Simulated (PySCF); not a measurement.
## Computed data sheet: azetidine (`C1CNC1`)

Compound: azetidine, C3H7N.
Z-matrix (Å and degrees, GFN2-xTB geometry), rows numbered from 1:
```
C 
C   1  1.5345
N   2  1.4651  1   89.42
C   3  1.4651  2   91.62  1    13.63
H   1  1.0861  2  113.33  3   100.82
H   1  1.0870  2  116.27  3  -130.62
H   2  1.0919  1  116.75  3  -115.08
H   2  1.0961  1  113.17  3   117.19
H   3  1.0133  2  116.52  1   134.47
H   4  1.0920  1  116.68  2   128.12
H   4  1.0963  1  113.19  2  -104.16
```

Structural features include: amine.

GFN2-xTB geometry:

| Property | Result |
| --- | --- |
| Point group of the GFN2-xTB geometry | Cs |
| Rotational constants A, B, C of the GFN2-xTB geometry | 11.639, 11.594, 6.653 GHz |

CAM-B3LYP/def2-SVPD ground state and vertical TDDFT (core frozen in the response) (PySCF):

| Item | Value |
| --- | --- |
| Dipole moment | 1.33 D |
| HOMO energy | -7.79 eV |
| LUMO energy | 1.51 eV |
| HOMO–LUMO gap | 9.30 eV |
| Lowest singlet excitation | 5.98 eV (207 nm, f = 0.000) |
| Strongest line among the 8 lowest singlet transitions | S8 at 9.08 eV (137 nm, f = 0.090) |
| Lowest triplet excitation (Tamm–Dancoff) | 5.71 eV |
| Static isotropic polarisability | 42.9 au |
| Electronic spatial extent ⟨r²⟩ about the centre of nuclear charge | 249 bohr² |

From PBE0/pcSseg-1 ground state and GIAO shieldings, non-relativistic (PySCF):

| Item | Value |
| --- | --- |
| Lowest Hirshfeld atomic charge | -0.19 e on N3 |
| Highest Hirshfeld atomic charge | +0.11 e on H9 |
| 13C chemical shifts (computed TMS as zero) by class | 50.6 (C2/C4), 21.4 (C1) ppm |
| 1H chemical shifts (computed TMS as zero) by class | 3.83 (H7/H8/H10/H11), 2.27 (H5/H6), 0.35 (H9) ppm |
| Isotropic shieldings of nuclei other than C and H, by class | 236 (N3) ppm |
| Mayer bond orders between heavy atoms | C1–C2 1.03, C2–N3 0.98, N3–C4 0.98, C4–C1 1.03 |

**B3LYP/pcJ-1 indirect spin-spin coupling, non-relativistic, gas phase; spin–dipole term left out for some pairs (PySCF)**

| Property | Result |
| --- | --- |
| Largest of the computed one-bond spin–spin couplings (means over like bonds) | 13C–1H +144.9 (C2–H7 and 3 like it), 13C–1H +141.9 (C1–H5 and 1 like it), 15N–1H -68.4 (N3–H9), 13C–13C +30.1 (C1–C2 and 1 like it), 15N–13C -4.2 (N3–C2 and 1 like it) Hz |

Monoisotopic mass from the formula: 57.0578 u.

The principal polarisabilities are 38.9, 43.7 and 46.0 au; their mean is the isotropic value. The vertical singlet–triplet gap S1 − T1 is 0.27 eV (TDDFT singlet less Tamm–Dancoff triplet; S1: HOMO→LUMO, weight 0.77; T1: HOMO→LUMO, weight 0.66). A dipole of 1.33 D is allowed in Cs, and pure rotational transitions are dipole-allowed. The largest Löwdin shares of the HOMO are 0.58 on N3, 0.10 on C4, 0.10 on C2 and 0.05 on H9.

Geometry: GFN2-xTB; no solvent or vibrations. NMR classes are plain means over equivalent atoms (diastereotopic ones count apart unless rotation or inversion swaps them), as if these changed places fast; in this geometry the members of some classes differ.

For the TDDFT job (CAM-B3LYP/def2-SVPD), time: 9.6 s of wall time. Hardware: an Arm Neoverse V1 with one thread (shared host).
